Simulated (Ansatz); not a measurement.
Reaction (atomization): `FC#CF` → 2 C• + 2 F•

Gas-phase electronic energies from Ansatz, PBE0-D4/def2-TZVP geometries. CCSD(T)/CBS is extrapolated from def2-TZVPP and def2-QZVPP, frozen cores. DFT in def2-TZVPP. B3LYP here is the variant with VWN-RPA as its local correlation; programs differ in this. HSE06 is defined as in plane-wave codes. No spin–orbit coupling; open shells (•) take unrestricted orbitals. Spin–orbit coupling would lower the free atoms: a little for C, F.

`FC#CF`:

```xyz
4

F    -0.734   -1.506    0.829
C    -0.233   -0.477    0.263
C     0.233    0.477   -0.263
F     0.734    1.506   -0.829
```

```tsv
level	ΔE (eV)	difference from CCSD(T)/CBS
LDA (SPW92)	21.16	4.54
PBE-D4	18.07	1.45
revPBE-D4	17.18	0.56
BLYP-D4	17.15	0.53
r2SCAN-D4	16.80	0.18
PBE0-D4	17.01	0.39
B3LYP-D4	16.68	0.06
r2SCANh-D4	16.49	-0.13
r2SCAN0-D4	16.03	-0.59
HSE06-D4	17.04	0.42
BHLYP-D4	15.34	-1.28
CAM-B3LYP-D4	16.83	0.21
ωB97X-V	16.69	0.07
ωB97M-V	16.79	0.17
PBE-QIDH	16.62	0.00
PBE	18.03	1.41
revPBE	17.02	0.40
r2SCAN	16.79	0.17
PBE0	16.97	0.35
B3LYP	16.61	-0.01
r2SCANh	16.47	-0.15
HSE06	17.01	0.39
BHLYP	15.29	-1.33
CAM-B3LYP	16.79	0.17
RPA@PBE/def2-TZVPP	14.53	-2.09
MP2/def2-SVP	16.80	0.18
CCSD/def2-SVP	15.44	-1.18
CCSD(T)/def2-SVP	15.81	-0.81
HF/def2-TZVPP	10.18	-6.44
MP2/def2-TZVPP	17.15	0.53
SCS-MP2/def2-TZVPP	16.54	-0.08
CCSD/def2-TZVPP	15.49	-1.13
CCSD(T)/def2-TZVPP	16.03	-0.59
HF/def2-QZVPP	10.22	-6.40
MP2/def2-QZVPP	17.50	0.88
CCSD/def2-QZVPP	15.81	-0.81
CCSD(T)/def2-QZVPP	16.38	-0.24
HF/CBS(def2)	10.23	-6.39
MP2/CBS(def2)	17.74	1.12
CCSD/CBS(def2)	16.02	-0.60
CCSD(T)/CBS	16.62	0
```

Problem. What do rigid-rotor, harmonic-oscillator terms from PBE0-D4/def2-TZVP frequencies (298.15 K, 1 bar) make of the CCSD(T)/CBS value? (Estimate.)

Solution. Ansatz gave: ΔZPE = -0.37 eV, ΔH = +16.37 eV, ΔS = 389 J/(mol·K), ΔG = +15.16 eV. Open shells count their whole term as degenerate.

Largest T1 diagnostic among the species: 0.013.

At CCSD(T), def2-SVP lies −0.81 eV from the extrapolated value and def2-TZVPP −0.59 eV: correlation converges slowly with the basis, and small sets miss more of it in the bonded molecule than in its fragments. Leaving LDA and LC-ωPBE aside and taking each functional with its dispersion term where it has one, the values spread over 2.74 eV, from BHLYP-D4 to PBE-D4. LDA lies +3.13 eV from PBE without D4, its usual overbinding. From r2SCAN to r2SCAN0 (25 % exact exchange), in def2-TZVPP and without D4, ΔE moves by −0.78 eV: exact exchange takes away binding that semilocal exchange gives to molecules.

CCSD(T)/CBS has its own doubt, a few kJ/mol and more with outer-core shells, so smaller differences from it don't rank the levels.
